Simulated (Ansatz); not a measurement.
Geometry optimisation, RKS B3LYP-D4/STO-3G (Ansatz).

input.yaml

```yaml
crystal:
  periodic: [false, false, false]
  atoms:
    - { symbol: O, position_ang: [-0.0547, -0.0438, -1.7099] }
    - { symbol: H, position_ang: [-0.1532, -0.4536, -2.5734] }
    - { symbol: H, position_ang: [0.4125, 0.7845, -1.8478] }
    - { symbol: F, position_ang: [-0.5204, -1.229, 0.8679] }
    - { symbol: C, position_ang: [-0.0421, -0.0602, 1.2138] }
    - { symbol: F, position_ang: [1.1605, 0.1058, 0.7176] }
    - { symbol: F, position_ang: [-0.8334, 0.9002, 0.798] }
    - { symbol: F, position_ang: [0.0308, -0.004, 2.5338] }
basis:
  gaussian: { orbitals: STO-3G }
hamiltonian:
  xc: b3lyp
  dispersion: d4
relax:
  f_tol: 0.02
  max_steps: 40
```

Command:

```bash
$ ansatz run input.yaml --threads 1 --pin off --max-ram 2048MiB --backend cpu --events-out ev --progress --plain --runs-dir out
```

**Question.** Where does it end, and by what steps?

**Answer.** The forces met the threshold. The force dipped under the threshold on the way, but the program's further checks kept it going. Limits of this set-up: minimal basis. After 33 steps the energy has fallen by 1.414 eV; H3 moved furthest, 0.85 Å.

```json
{"step": "0", "energy less start (eV)": "0.0000", "largest force component (eV/Å)": "5.526", "accepted": "yes"}
{"step": "2", "energy less start (eV)": "-1.1798", "largest force component (eV/Å)": "1.393", "accepted": "yes"}
{"step": "4", "energy less start (eV)": "-1.2232", "largest force component (eV/Å)": "0.120", "accepted": "yes"}
{"step": "6", "energy less start (eV)": "-1.2257", "largest force component (eV/Å)": "0.165", "accepted": "yes"}
{"step": "8", "energy less start (eV)": "-1.2276", "largest force component (eV/Å)": "0.044", "accepted": "yes"}
{"step": "10", "energy less start (eV)": "-1.2278", "largest force component (eV/Å)": "0.018", "accepted": "yes"}
{"step": "12", "energy less start (eV)": "-1.2288", "largest force component (eV/Å)": "0.346", "accepted": "yes"}
{"step": "14", "energy less start (eV)": "-1.2367", "largest force component (eV/Å)": "0.946", "accepted": "yes"}
{"step": "16", "energy less start (eV)": "-1.2798", "largest force component (eV/Å)": "0.933", "accepted": "yes"}
{"step": "18", "energy less start (eV)": "-1.3848", "largest force component (eV/Å)": "0.298", "accepted": "yes"}
{"step": "20", "energy less start (eV)": "-1.4030", "largest force component (eV/Å)": "0.454", "accepted": "yes"}
{"step": "22", "energy less start (eV)": "-1.4103", "largest force component (eV/Å)": "0.014", "accepted": "yes"}
{"step": "24", "energy less start (eV)": "-1.4111", "largest force component (eV/Å)": "0.160", "accepted": "yes"}
{"step": "26", "energy less start (eV)": "-1.4128", "largest force component (eV/Å)": "0.021", "accepted": "yes"}
{"step": "28", "energy less start (eV)": "-1.3539", "largest force component (eV/Å)": "1.543", "accepted": "no"}
{"step": "30", "energy less start (eV)": "-1.4136", "largest force component (eV/Å)": "0.056", "accepted": "yes"}
{"step": "32", "energy less start (eV)": "-1.4140", "largest force component (eV/Å)": "0.038", "accepted": "yes"}
{"step": "33", "energy less start (eV)": "-1.4142", "largest force component (eV/Å)": "0.018", "accepted": "yes"}
```

```xyz
8
Properties=species:S:1:pos:R:3
O -0.172 0.173 -2.165
H 0.504 -0.438 -2.638
H 0.290 0.203 -1.243
F -0.855 -1.137 0.881
C -0.139 0.010 1.220
F 0.891 0.207 0.256
F -0.977 1.124 1.217
F 0.459 -0.143 2.471
```

Time of the run: 3.8 min on 1 thread of Intel(R) Xeon(R) Processor @ 2.50GHz (Skylake/Cascade Lake) (shared host), peak memory 0.13 GiB.
